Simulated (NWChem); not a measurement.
Molecule: hydrogen cyanide (CHN); SMILES N#C

```xyz
3

C      0.0000     0.0000    -0.4925
N      0.0000     0.0000     0.6532
H      0.0000     0.0000    -1.5611
```
Atoms are numbered in this order, from 1.

Results from NWChem. Geometry: optimised at PBE0-D3(BJ)/def2-TZVP. Isotropic indirect couplings, all four terms, static geometry, non-relativistic.

**Question.** Estimate the computed values for B3LYP/pcJ-1. Quantities: J(13C atom 1, 14N atom 2) (Hz); J(13C atom 1, 1H atom 3) (Hz); J(14N atom 2, 1H atom 3) (Hz).

**Answer.** J(13C atom 1, 14N atom 2) (Hz): 15.2
J(13C atom 1, 1H atom 3) (Hz): 281.6
J(14N atom 2, 1H atom 3) (Hz): 5.4
